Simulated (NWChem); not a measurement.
Program: NWChem. System: C2H3N, charge 0, spin multiplicity 1, at a geometry optimised with PBE0/def2-SVP. Level: CR-CCSD(T)/cc-pVDZ, 3 core orbitals frozen, spin-restricted.

Input file:

```
start mol
memory heap 100 mb stack 700 mb global 1900 mb
geometry units angstroms nocenter noautoz noautosym
  C      0.009633    -1.174896     0.000000
  C     -0.002296     0.278262     0.000000
  N     -0.011758     1.435113     0.000000
  H     -0.502914    -1.559572     0.893205
  H     -0.502914    -1.559572    -0.893205
  H      1.044111    -1.546842     0.000000
end
basis spherical
  * library cc-pvdz
end
scf
  rhf
  nopen 0
  maxiter 100
  thresh 1e-7
  semidirect memsize 60000000 filesize 0
end
tce
  freeze core 3
  cr-ccsd(t)
  2eorb
  2emet 13
  thresh 1e-6
  maxiter 100
  tilesize 24
end
task tce energy
```

NWChem printed:

```
             Northwest Computational Chemistry Package (NWChem) 7.3.0
             --------------------------------------------------------

                                NWChem Input Module
                                -------------------

 Scaling coordinates for geometry "geometry" by  1.889725989
 (inverse scale =  0.529177249)

                             Geometry "geometry" -> ""
                             -------------------------

 Output coordinates in angstroms (scale by  1.889725989 to convert to a.u.)

  No.       Tag          Charge          X              Y              Z
 ---- ---------------- ---------- -------------- -------------- --------------
    1 C                    6.0000     0.00963300    -1.17489600     0.00000000
    2 C                    6.0000    -0.00229600     0.27826200     0.00000000
    3 N                    7.0000    -0.01175800     1.43511300     0.00000000
    4 H                    1.0000    -0.50291400    -1.55957200     0.89320500
    5 H                    1.0000    -0.50291400    -1.55957200    -0.89320500
    6 H                    1.0000     1.04411100    -1.54684200     0.00000000

 Effective nuclear repulsion energy (a.u.)      58.4295767794

            Nuclear Dipole moment (a.u.)
            ----------------------------
        X                 Y               Z
 ---------------- ---------------- ----------------
    -0.0000018897     0.0000018897     0.0000000000


 Summary of "ao basis" -> "" (spherical)
 ------------------------------------------------------------------------------
       Tag                 Description            Shells   Functions and Types
 ---------------- ------------------------------  ------  ---------------------
 *                          cc-pvdz                   on all atoms

 Summary of "ao basis" -> "ao basis" (spherical)
 ------------------------------------------------------------------------------
       Tag                 Description            Shells   Functions and Types
 ---------------- ------------------------------  ------  ---------------------
 C                          cc-pvdz                  6       14   3s2p1d
 N                          cc-pvdz                  6       14   3s2p1d
 H                          cc-pvdz                  3        5   2s1p

                                 NWChem SCF Module
                                 -----------------

  ao basis        = "ao basis"
  functions       =    57
  atoms           =     6
  closed shells   =    11
  open shells     =     0
  charge          =   0.00
  wavefunction    = RHF
  use symmetry    = F
  symmetry adapt  = F

 Summary of "ao basis" -> "ao basis" (spherical)
 ------------------------------------------------------------------------------
       Tag                 Description            Shells   Functions and Types
 ---------------- ------------------------------  ------  ---------------------
 C                          cc-pvdz                  6       14   3s2p1d
 N                          cc-pvdz                  6       14   3s2p1d
 H                          cc-pvdz                  3        5   2s1p

 Forming initial guess at       0.0s

      Superposition of Atomic Density Guess
      -------------------------------------

 Sum of atomic energies:        -131.13015236

      Non-variational initial energy
      ------------------------------

 Total energy =    -132.584197
 1-e energy   =    -291.169114
 2-e energy   =     100.155340
 HOMO         =      -0.410945
[...]
 Vector   14  Occ=0.000000D+00  E= 1.925014D-01
              MO Center=  2.9D-01, -5.1D-01,  1.1D-08, r^2= 4.1D+00
   Bfn.  Coefficient  Atom+Function         Bfn.  Coefficient  Atom+Function
  ----- ------------  ---------------      ----- ------------  ---------------
    54      1.353243  6 H  s                  7     -0.844239  1 C  px
    44     -0.676682  4 H  s                 49     -0.676682  5 H  s
    35      0.444306  3 N  px                21     -0.402118  2 C  px
    18     -0.294775  2 C  px                32      0.289596  3 N  px
     4     -0.164932  1 C  px                53      0.164164  6 H  s

 center of mass
 --------------
 x =  -0.00175131 y =   0.21344152 z =   0.00000000

 moments of inertia (a.u.)
 ------------------
         195.453284279960           1.507884955394           0.000000000000
           1.507884955394          11.497738644810           0.000000000000
           0.000000000000           0.000000000000         195.465650528755

  Mulliken analysis of the total density
  --------------------------------------

    Atom       Charge   Shell Charges
 -----------   ------   -------------------------------------------------------
    1 C    6     6.00   2.00  0.65  0.33  2.05  0.90  0.06
    2 C    6     6.11   2.00  0.70  0.45  1.94  0.91  0.10
    3 N    7     7.18   2.00  0.82  0.80  2.14  1.37  0.05
    4 H    1     0.90   0.74  0.14  0.03
    5 H    1     0.90   0.74  0.14  0.03
    6 H    1     0.90   0.74  0.14  0.03

       Multipole analysis of the density wrt the origin
       ------------------------------------------------

     L   x y z        total         open         nuclear
     -   - - -        -----         ----         -------
     0   0 0 0     -0.000000      0.000000     22.000000

     1   1 0 0      0.013016      0.000000     -0.000002
     1   0 1 0     -1.588097      0.000000      0.000002
     1   0 0 1      0.000000      0.000000      0.000000

     2   2 0 0    -13.116223      0.000000      5.705021
     2   1 1 0      0.018835      0.000000     -0.843742
     2   1 0 1     -0.000000      0.000000      0.000000
     2   0 2 0    -15.413346      0.000000    108.635195
     2   0 1 1     -0.000000      0.000000      0.000000
     2   0 0 2    -13.116078      0.000000      5.698099

                   NWChem Extensible Many-Electron Theory Module
                   ---------------------------------------------


            General Information
            -------------------
      Number of processors :     1
         Wavefunction type : Restricted Hartree-Fock
          No. of electrons :    22
           Alpha electrons :    11
            Beta electrons :    11
           No. of orbitals :   114
            Alpha orbitals :    57
             Beta orbitals :    57
        Alpha frozen cores :     3
         Beta frozen cores :     3
     Alpha frozen virtuals :     0
      Beta frozen virtuals :     0
         Spin multiplicity : singlet
    Number of AO functions :    57
       Number of AO shells :    27
        Use of symmetry is : off
      Symmetry adaption is : off
         Schwarz screening : 0.10D-09

          Correlation Information
          -----------------------
          Calculation type : Coupled-cluster singles & doubles w/ perturbation
   Perturbative correction : Completely renormalized (T)
            Max iterations :      100
        Residual threshold : 0.10D-05
     T(0) DIIS level shift : 0.00D+00
     L(0) DIIS level shift : 0.00D+00
     T(1) DIIS level shift : 0.00D+00
     L(1) DIIS level shift : 0.00D+00
     T(R) DIIS level shift : 0.00D+00
     T(I) DIIS level shift : 0.00D+00
   CC-T/L Amplitude update :  5-th order DIIS
                I/O scheme : Global Array Library
        L-threshold :  0.10D-05
        EOM-threshold :  0.10D-05
 no EOMCCSD initial starts read in
 TCE RESTART OPTIONS
 SLICE:      F
 D4D5:       F
 quantumc:   F
 qrotation:  F
 pwtce:      F
 qducc:      F
 nacto:                         0
 nrotv:                         0
 nrot:                          0

            Memory Information
            ------------------
          Available GA space size is     249033551 doubles
          Available MA space size is     104854708 doubles

 Maximum block size supplied by input
 Maximum block size        24 doubles

 tile_dim =     23

 -------------------------------------------------

 Global array virtual files algorithm will be used

 Parallel file system coherency ......... OK

 4-electron integrals stored in orbital form

 v2    file size   =          2493846
 4-index algorithm nr.  13 is used
 imaxsize =       30
 imaxsize ichop =        0


CCSD iterations
 ---------------------------------------------------------
 Iter          Residuum       Correlation     Cpu    Wall
 ---------------------------------------------------------
    1   0.1697876712376  -0.4233981856470     0.2     0.2
    2   0.0492916810061  -0.4314507538566     0.2     0.2
    3   0.0189110662213  -0.4422364040613     0.2     0.2
    4   0.0091739700334  -0.4434517261989     0.2     0.2
    5   0.0046192081027  -0.4445424238657     0.3     0.3
    6   0.0012200820903  -0.4451199981403     0.3     0.3
    7   0.0004939640436  -0.4452137351064     0.4     0.4
    8   0.0002474179690  -0.4452127771717     0.4     0.4
    9   0.0001296978771  -0.4452147928689     0.4     0.4
   10   0.0000709792586  -0.4452183072678     0.4     0.4
   11   0.0000146416656  -0.4452204081958     0.3     0.3
   12   0.0000052738141  -0.4452222504187     0.2     0.2
   13   0.0000023222180  -0.4452228155395     0.3     0.3
   14   0.0000010973019  -0.4452229906045     0.3     0.3
   15   0.0000005435556  -0.4452230696648     0.3     0.3
 -----------------------------------------------------------------
 Iterations converged
 CCSD correlation energy / hartree =        -0.445223069664785
 CCSD total energy / hartree       =      -132.382512120869080

 Singles contributions

 Doubles contributions
 CR-CCSD(T)

 CR-CCSD[T]  correction energy / hartree =        -0.013278755214731
 CR-CCSD[T] correlation energy / hartree =        -0.458501824879517
 CR-CCSD[T] total energy / hartree       =      -132.395790876083822
 CR-CCSD(T)  correction energy / hartree =        -0.012669382869289
 CR-CCSD(T) correlation energy / hartree =        -0.457892452534074
 CR-CCSD(T) total energy / hartree       =      -132.395181503738371

 Task  times  cpu:       34.4s     wall:       34.4s

 Total times  cpu:       34.4s     wall:       34.4s
```
